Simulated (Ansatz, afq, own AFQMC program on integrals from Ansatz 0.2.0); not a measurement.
# Where AFQMC and coupled cluster stand for O, triplet

A free O atom.

Basis aug-cc-pVTZ. Noble-gas cores (and the filled d shells of Ga–Kr and In–Xe) are frozen. Integrals, coupled cluster, full CI and functionals: Ansatz 0.2.0; the random walks run on the same integrals in our own AFQMC program. ph-AFQMC/CISD is guided by a CISD state made of CCSD amplitudes; releasing the constraint for a short imaginary time cuts its bias at the price of noise, slowly where states lie close. Free projection: walkers drawn from exp(T), propagated without any constraint. Its projection time is finite, and what remains of the start isn't in its error. ± is one standard error of the sampling.

Determinant: UHF, the one that the program's search chose, which needn't be the lowest solution.

No full CI on the walks' own integrals is used here; CCSDT(Q) serves as the reference and is uncertain by about the last step of the cluster series.

- T1 diagnostic: 0.0077
- weight of the determinant in the CISD state: 0.962
- ⟨S²⟩ of the determinant: 2.009
- size of the correlated space: 6 electrons in 45 orbitals

Reference: CCSDT(Q), correlation energy -4.528 eV. The released energy is read at 1.50 1/Eh (meV from the phaseless value at times in 1/Eh: -5.3 ± 1.2 at 0.24, -7.3 ± 1.0 at 0.50, -8.4 ± 1.0 at 1.00, -10.1 ± 0.9 at 1.50).

| level | E − E(reference) (meV) | share of correlation (%) |
| --- | --- | --- |
| HF | 4527.7 | 0.00 |
| MP2 | 546.4 | 87.93 |
| CCSD | 104.8 | 97.69 |
| CCSD(T) | 11.4 | 99.75 |
| CCSDT | 1.7 | 99.96 |
| ph-AFQMC/HF | 58.5 ± 12.2 | 98.71 |
| ph-AFQMC/CISD | 7.5 ± 1.1 | 99.83 |
| released AFQMC | -2.6 ± 0.9 | 100.06 |
| free AFQMC | -1.0 ± 2.2 | 100.02 |

Free projections are given only where their last times agree within the noise and don't stop above the reference; a slow remainder of the start can still hide under it. A walk keeps the symmetry of its determinant, which the program's search chose and which needn't be the lowest solution, so a lower state of the same spin and another symmetry isn't excluded. Released energies are given only where the last usable release times agree within the noise; a slower fall can still hide under it.
